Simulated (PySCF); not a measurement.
Computed with PBE-D3(BJ)/def2-TZVP // B3LYP-D3(BJ)/def2-TZVP run with PySCF 2.14.0. Gas-phase values, no solvent. 

Reference species (SMILES): `N#C` (neutral, multiplicity 1).

```json
{
  "S1 oscillator strength": "0.000",
  "dipole_moment": "2.93 D",
  "HOMO": "-9.04 eV"
}
```

Changed species: `[C-]#[N+]C#N` (X = isocyano; the reference has X = H).

### Question
What does the change do to the S1 oscillator strength, dipole moment and HOMO?

### Answer
the S1 oscillator strength is nearly the same; the dipole moment drops by 2.35 D, to 0.58 D; the HOMO rises by 0.25 eV, to -8.79 eV.
